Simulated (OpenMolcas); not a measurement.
# HNO (nitroxyl): levels of theory compared

We compute a comparison of 6 runs (B3LYP/6-31G*, B2PLYP/def2-TZVPPD, BLYP/def2-TZVPPD, M06-L/def2-TZVPPD, PBE/def2-TZVPPD, TPSS/def2-TZVPPD) of HNO (nitroxyl). 

Program for the calculation: OpenMolcas 26.06.

1 further run of the same task is left out (set aside as unsound or not needed).

### 1 Starting point

The species is HNO (3 atoms), meant as a singlet with charge 0. As SMILES, `N=O`. The coordinates come from a PBE0-D4/def2-TZVP relaxation.

Bond lengths: N1–O2 1.190 Å, N1–H3 1.063 Å. Angles: O2–N1–H3 108.9°.

### 2 Energy and gradient at B3LYP/6-31G(d) (spherical functions) (run 1)

File input.xyz:

```xyz
3

N     -0.283700     0.312790    -0.117160
O      0.755300     0.397200     0.456500
H     -0.471600    -0.709980    -0.339350
```

File mol.inp:

```
* HNO Kohn-Sham DFT

&GATEWAY
  BasLib=$CurrDir
  Coord=input.xyz
  Basis=6-31Gs
  Group=NoSym

&SEWARD
  GridInput
  Grid=UltraFine
  End of Grid

&SCF
  KSDFT=B3LYP
  Thresholds=1e-10 1e-07 1e-07 1e-05
  PrOrbitals=1

&ALASKA
```

The basis set 6-31G* is read from a file made from the Basis Set Exchange's data (not shown).

Command:

```bash
$ export MOLCAS_MEM=1860
$ pymolcas mol.inp > mol.log
```

Standard output:

```text
--- Start Module: gateway ---
[...]
--- Stop Module: gateway /rc=_RC_ALL_IS_WELL_ ---
[...]
      Basis functions           30
[...]
--- Start Module: scf ---
[...]
       Convergence after  13 Iterations
[...]
::    Total KS-DFT energy                            -130.4645161347
[...]
      Total spin, S                                     0.0000000000
[...]
      Total electronic charge=   16.000000
      Total            charge=   -0.000000
[...]
      Dipole Moment (debye):
      Origin of the operator (angstrom)=    0.2462    0.3231    0.1716
                   X= -5.8360E-01               Y= -1.4315E+00               Z= -4.8494E-01           Total=  1.6202E+00
      Quadrupole Moment (debye*angstrom):
[...]
--- Stop Module: scf /rc=_RC_ALL_IS_WELL_ ---
[...]
--- Start Module: alaska ---
[...]
 *              Molecular gradients               *
 **************************************************
  Irreducible representation: a
 ------------------------------------------------------------------------------------------
                              X                       Y                       Z
 ------------------------------------------------------------------------------------------
  N1                2.45026298827735E-02   -3.93562975274064E-03    1.28318551810773E-02
  O2               -2.55546480142961E-02   -2.03238788281623E-03   -1.41042733769048E-02
  H3                1.05201813150702E-03    5.96801763555721E-03    1.27241819582924E-03
 ------------------------------------------------------------------------------------------
--- Stop Module: alaska /rc=_RC_ALL_IS_WELL_ ---
[...]
```

Wall time 4.5 s (1 thread of Arm Neoverse V2, shared host); peak memory 0.37 GiB.

### 3 A single-point energy at B2PLYP/def2-TZVPPD (run 2)

File mol.input:

```
&GATEWAY
BasLib
$CurrDir
Coord
3
bohr
N     -0.53611530     0.59108743    -0.22140031
O      1.42731014     0.75059922     0.86265998
H     -0.89119484    -1.34166775    -0.64127856
Basis
def2-TZVPPD
Group
NoSym
&SEWARD
GridInput
Grid=UltraFine
End of Grid
&SCF
KSDFT
B2PLYP_SCF
Thresholds
1e-10 1e-07 1e-07 1e-05
PrOrbitals
1 1
&MBPT2
Frozen
2
```

The basis set def2-TZVPPD is read from a file made from the Basis Set Exchange's data (not shown).

Command:

```bash
$ export MOLCAS_MEM=1860
$ pymolcas mol.input > mol.log
```

Standard output:

```text
--- Start Module: gateway ---
[...]
--- Stop Module: gateway /rc=_RC_ALL_IS_WELL_ ---
[...]
      Basis functions           94
[...]
--- Start Module: scf ---
[...]
       Convergence after  13 Iterations
[...]
::    Total KS-DFT energy                            -130.3011139869
[...]
      Total spin, S                                     0.0000000000
[...]
      Total electronic charge=   16.000000
      Total            charge=   -0.000000
[...]
      Dipole Moment (debye):
      Origin of the operator (angstrom)=    0.2462    0.3231    0.1716
                   X= -7.1020E-01               Y= -1.5111E+00               Z= -5.6299E-01           Total=  1.7620E+00
      Quadrupole Moment (debye*angstrom):
[...]
--- Stop Module: scf /rc=_RC_ALL_IS_WELL_ ---
[...]
--- Start Module: mbpt2 ---
[...]
 ###    WARNING: MP2 implementation intended for RHF references only         ###
 ###############################################################################
MBPT2 WARNING: Reference function according to RunFile:KS-DFT
I'll assume you know what you're doing and continue
WARNING!
Default frozen orbitals as non valence orbitals is overwritten by user input.
Default values:   2
[...]
       Reference weight ( Cref**2 )         =        0.83508
::    Total MBPT2 energy                             -130.8334267844
[...]
      Total MBPT2 calculations                           0.23      0.25
--- Stop Module: mbpt2 /rc=_RC_ALL_IS_WELL_ ---
[...]
```

Wall time 15 s (1 thread of Arm Neoverse V2, shared host); peak memory 0.52 GiB.

Runs 3 to 5 aren't shown in full; the table further down has their settings and results.

### 4 Energy and forces at TPSS/def2-TZVPPD (run 6)

File mol.inp:

```
* HNO Kohn-Sham DFT
>>> EXPORT MOLCAS_PRINT=2

&gateway
 baslib = $CurrDir
 coord
 3
 angstrom
 N       -0.283700       0.312790      -0.117160
 O        0.755300       0.397200       0.456500
 H       -0.471600      -0.709980      -0.339350
 basis = def2-TZVPPD
 group = NoSym

&seward
 gridinput
 Grid=UltraFine
 End of Grid

&scf
 ksdft = 2
 1.0 MGGA_X_TPSS
 1.0 MGGA_C_TPSS
 thresholds = 1e-10 1e-07 1e-07 1e-05
 prorbitals = 1 1

&alaska
```

The basis set def2-TZVPPD is read from a file made from the Basis Set Exchange's data (not shown).

Command:

```bash
$ export MOLCAS_MEM=1860
$ pymolcas mol.inp > mol.log
```

Standard output:

```text
--- Start Module: gateway ---
[...]
--- Stop Module: gateway /rc=_RC_ALL_IS_WELL_ ---
[...]
      Basis functions           94
[...]
--- Start Module: scf ---
[...]
       Convergence after  14 Iterations
[...]
::    Total KS-DFT energy                            -130.5501378375
[...]
      Total spin, S                                     0.0000000000
[...]
      Total electronic charge=   16.000000
      Total            charge=   -0.000000
[...]
      Dipole Moment (debye):
      Origin of the operator (angstrom)=    0.2462    0.3231    0.1716
                   X= -5.3896E-01               Y= -1.3450E+00               Z= -4.5055E-01           Total=  1.5174E+00
      Quadrupole Moment (debye*angstrom):
[...]
--- Stop Module: scf /rc=_RC_ALL_IS_WELL_ ---
[...]
--- Start Module: alaska ---
[...]
 *              Molecular gradients               *
 **************************************************
  Irreducible representation: a
 ------------------------------------------------------------------------------------------
                              X                       Y                       Z
 ------------------------------------------------------------------------------------------
  N1                2.34601842037865E-02   -3.87911718696787E-03    1.22728929196736E-02
  O2               -2.56520468528283E-02   -2.99775853001971E-03   -1.42706115697049E-02
  H3                2.19186264907278E-03    6.87687571698969E-03    1.99771865002574E-03
 ------------------------------------------------------------------------------------------
--- Stop Module: alaska /rc=_RC_ALL_IS_WELL_ ---
[...]
```

Run time: 24 s. Hardware: 1 thread of Arm Neoverse V2, shared host; peak memory 0.52 GiB.

### 5 All runs side by side

```
run                               level      task  frozen core orbitals  energy (Eh)  dipole moment (D)  HOMO energy (eV)  LUMO energy (eV)  wall time
  1  B3LYP/6-31G* (spherical functions)  gradient                     –  -130.464516               1.62             -6.48             -2.69      4.5 s
  2                  B2PLYP/def2-TZVPPD    energy                     2  -130.444838               1.76             -8.82             -0.94       15 s
  3                    BLYP/def2-TZVPPD  gradient                     –  -130.519397               1.50             -5.43             -4.19       18 s
  4                   M06-L/def2-TZVPPD  gradient                     –  -130.511093               1.45             -5.57             -3.82       24 s
  5                     PBE/def2-TZVPPD  gradient                     –  -130.398079               1.49             -5.44             -4.27       18 s
  6                    TPSS/def2-TZVPPD  gradient                     –  -130.550138               1.52             -5.59             -4.06       24 s
```

### 6 Results

```
                       quantity          value
            run 6: total energy  -130.55014 Eh
           run 6: dipole moment         1.52 D
             run 6: HOMO energy       -5.59 eV
             run 6: LUMO energy       -4.06 eV
           run 6: HOMO–LUMO gap        1.53 eV
run 6: largest force on an atom     1.517 eV/Å
```

**Reading.** The dipole moment (its size) runs from 1.45 D (M06-L/def2-TZVPPD) to 1.76 D (B2PLYP/def2-TZVPPD). A double hybrid's value is that of its SCF part. The HOMO–LUMO gap runs from 1.16 eV (PBE/def2-TZVPPD) to 7.88 eV (B2PLYP/def2-TZVPPD). For B2PLYP the log adds the whole second-order term; the table takes 0.27 of it, as the functional is defined. Totals of different functionals can't be ranked against each other. All runs together took 1.7 min, the longest 24 s.
